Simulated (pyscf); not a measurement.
Homolytic dissociation enthalpies at 298 K of Ge–H, H–Si, H–Sn bonds in 8 gas-phase molecules, in eV. PySCF, gas phase, ωB97X-D3(BJ)/def2-SVP geometries. Both columns use the same structures and thermal terms. Rows were drawn at random from the closed-shell molecules with such a bond whose radicals are computed, keep their shape and have no isomer in the data more than 5 kcal/mol lower.

| row | molecule | radicals | PBE/def2-TZVP | ωB97M-D3(BJ)/def2-TZVP |
|---|---|---|---|---|
| 1 | HO–SiH₂–O–SiH₃ | HO–SiH₂–O–SiH₂• + H• | 3.75 | 4.05 |
| 2 | Cl–SnH(Cl)–Cl | Cl–Sn•(Cl)–Cl + H• | 2.68 | 2.99 |
| 3 | H₃Ge–O–GeH₃ | •H₂Ge–O–GeH₃ + H• | 3.39 | 3.59 |
| 4 | F–SiH₂–Si(F)(SiH₃)–SiH₃ | F–SiH•–Si(F)(SiH₃)–SiH₃ + H• | 3.56 | 3.85 |
| 5 | H₃Si–SiH(SiH₃)–Cl | H₃Si–Si•(SiH₃)–Cl + H• | 3.44 | 3.71 |
| 6 | H₂N–SiH(NH₂)–NH₂ | H₂N–Si•(NH₂)–NH₂ + H• | 3.81 | ? |
| 7 | H₃Si–Si(SiH₃)(SiH₃)–GeH₃ | H₃Si–Si(SiH₃)(SiH₃)–GeH₂• + H• | 3.36 | 3.51 |
| 8 | HO–GeH(Cl)–Cl | HO–Ge•(Cl)–Cl + H• | 3.23 | 3.52 |

Question: Fit a line that carries the PBE values to the last column and predict row 6.

Answer: In the 7 complete rows the last column lies 0.15 to 0.31 eV from PBE (mean 0.26, median 0.29). Least squares gives y = 0.36 + 0.97·x with residuals of 0.06 eV (root mean square). For row 6: 0.36 + 0.97 × 3.81 = 4.06 eV, an extrapolation. The computed value is 4.20 eV, 0.14 over the line. Elements up to Kr have no core potential and no relativistic terms here. Elements past Kr carry the def2 core potentials, without spin-orbit coupling.
